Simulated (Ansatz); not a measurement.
The reference is Cu in the fcc (Cu type) structure (space group Fm-3m, No. 225; a = 3.5638 Å).

All numbers come from DFT with PBEsol, PAW potentials and a 420 eV plane-wave cutoff in Ansatz (a first-principles code), spin-orbit coupling left out.

The change: Ni takes the place of Cu on all its sites; the structure is relaxed again.

Measured lattice parameter a: Cu 3.595 Å (static lattice; corrected from measurement; as listed in Gábor I. Csonka et al., Physical Review B (2009)); Ni 3.508 Å (static lattice; corrected from measurement; as listed in Daniel Mejia-Rodriguez, S. B. Trickey, Phys. Rev. B (2018)).

How well does PBEsol reproduce the measured shift?

With PBEsol the lattice parameter a moves by -0.101 Å (3.564 → 3.463) against -0.087 Å measured.

The magnetic state is the one reached from the starting moments; the real material's order can differ, and small cells can't hold many antiferromagnetic ones. Whether these cells are dynamically stable was not tested. Spin-polarised in the final run: Ni; the other runs are not.
